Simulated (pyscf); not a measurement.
Single points on ωB97X-D3(BJ)/def2-SVP structures (PySCF, gas phase). MP2 and CC: frozen core, UHF for open shells. ΔMP2 is the change of the MP2 total energy from the triple- to the quadruple-zeta basis.

Task: PH₂• + SiH₃• → •H₂Si–PH₂ + H•
Surface: triplet. Broken: H–Si. Formed: P–Si. Give ΔE‡ and ΔE from CCSD(T)/def2-TZVPP + ΔMP2(QZVPP), relative to the separated reactants.

Result: ΔE‡ = 116.4 kJ/mol, ΔE = +84.3 kJ/mol. Zero-point energy shifts the barrier by -2.3 kJ/mol. It is a substitution at Si, with an imaginary mode of 625i cm⁻¹. PH₂• + SiH₃• also meet on a surface of lower spin, which isn't treated here. •H₂Si–PH₂ + H• also meet on a surface of lower spin, which isn't treated here. •H₂Si–PH₂ lies 30.3 kJ/mol over its isomer H₃Si–PH•, and others may lie lower still (electronic energy, ωB97M-D3(BJ)). One saddle was located; it need not be the lowest between these sides. The angle at the attacked Si is 149°. The CCSD(T) − MP2 part came from Ansatz, without density fitting, on the same reference.
